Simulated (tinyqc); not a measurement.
Inside a calculation. Method: extended Hueckel theory, for LiH. One step of it, computed by the program tinyqc.

Task: Mulliken analysis. P = C n C^T; charge = valence electrons (H 1, Li 1) minus the sum of (P S)_ii on the atom; overlap population = 2 sum P_ij S_ij between two atoms.

coefficients:
```
              MO1        MO2        MO3       MO4        MO5
1Li 2s   0.152484   0.843640   0.000000  0.000000   0.700325
1Li 2px  0.000000   0.000000  -0.125031  0.992153   0.000000
1Li 2py  0.000000   0.000000   0.992153  0.125031   0.000000
1Li 2pz  0.123869  -0.536597   0.000000  0.000000   1.039706
2H 1s    0.869953  -0.110124   0.000000  0.000000  -0.916929
```

occupations: 2.000000  0.000000  0.000000  0.000000  0.000000

overlap S, lower triangle:
```
           1Li 2s   1Li 2px   1Li 2py   1Li 2pz     2H 1s
1Li 2s   1.000000
1Li 2px  0.000000  1.000000
1Li 2py  0.000000  0.000000  1.000000
1Li 2pz  0.000000  0.000000  0.000000  1.000000
2H 1s    0.374229  0.000000  0.000000  0.488590  1.000000
```

Give: charges; Overlap populations.

Result:

charges: 1Li 0.7182, 2H -0.7182

Overlap populations:
```
pair     value
2-1   0.409174
```
